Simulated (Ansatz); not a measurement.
# AlH7OSi: the cost of one run

Method: RKS PBE-D4/def2-SVP, in Ansatz 0.2.0.

### Step 1. The structure to begin with

Bond lengths: Al1–O2 2.175 Å, Al1–H3 1.555 Å, Al1–H4 1.552 Å, Al1–Si6 2.712 Å, O2–H7 0.955 Å, Si6–H8 1.474 Å, Si6–H9 1.475 Å, Si6–H10 1.478 Å. Angles: Al1–O2–H7 170.8°, O2–Al1–H3 115.2°, O2–Al1–H4 112.7°, O2–Al1–Si6 79.5°, H3–Al1–H4 115.5°, H3–Al1–Si6 111.7°, H4–Al1–Si6 117.2°, Al1–Si6–H8 124.9°, Al1–Si6–H9 125.2°, Al1–Si6–H10 91.2°, H8–Si6–H9 103.2°, H8–Si6–H10 103.0°, H9–Si6–H10 102.8°.

As a file:

```xyz
10

Al    0.2068   -1.3902   -0.2621
O     1.2819    0.1015   -1.4247
H    -0.9057   -2.1555   -1.0323
H     1.1494   -2.2716    0.6009
H     0.5107    0.5003   -0.4775
Si   -0.7393    0.8876    0.8648
H     1.8153    0.6365   -2.0094
H    -0.0181    1.6952    1.8645
H    -1.6015    1.8760    0.1900
H    -1.6995    0.1202    1.6859
```

### Step 2. Pulling towards end A

Springs on the bonds that form and break draw the guess towards this end; the thresholds are loose.

Input file input.yaml:

```yaml
crystal:
  periodic: [false, false, false]
  atoms:
    - { symbol: Al, position_ang: [0.2068, -1.3902, -0.2621] }
    - { symbol: O, position_ang: [1.2819, 0.1015, -1.4247] }
    - { symbol: H, position_ang: [-0.9057, -2.1555, -1.0323] }
    - { symbol: H, position_ang: [1.1494, -2.2716, 0.6009] }
    - { symbol: H, position_ang: [0.5107, 0.5003, -0.4775] }
    - { symbol: Si, position_ang: [-0.7393, 0.8876, 0.8648] }
    - { symbol: H, position_ang: [1.8153, 0.6365, -2.0094] }
    - { symbol: H, position_ang: [-0.0181, 1.6952, 1.8645] }
    - { symbol: H, position_ang: [-1.6015, 1.876, 0.19] }
    - { symbol: H, position_ang: [-1.6995, 0.1202, 1.6859] }
basis:
  gaussian: { orbitals: def2-SVP }
hamiltonian:
  xc: pbe
  dispersion: d4
relax:
  f_tol: 0.15
  max_steps: 25
  restrain:
    - { distance: [0, 5], at: 3.62, k: 30.0 }
    - { distance: [4, 1], at: 2.27, k: 30.0 }
    - { distance: [0, 1], at: 1.87, k: 30.0 }
    - { distance: [4, 5], at: 1.42, k: 30.0 }
```

Launch:

```console
$ ansatz run input.yaml --threads 2 --pin off --max-ram 3072MiB --backend cpu --events-out ev --progress --plain --runs-dir out
```

What time and memory should one allow on 2 threads of Intel Xeon Platinum 8259CL at 2.50GHz (Skylake/Cascade Lake), shared host?

About 14 s, with a peak of 0.14 GiB.
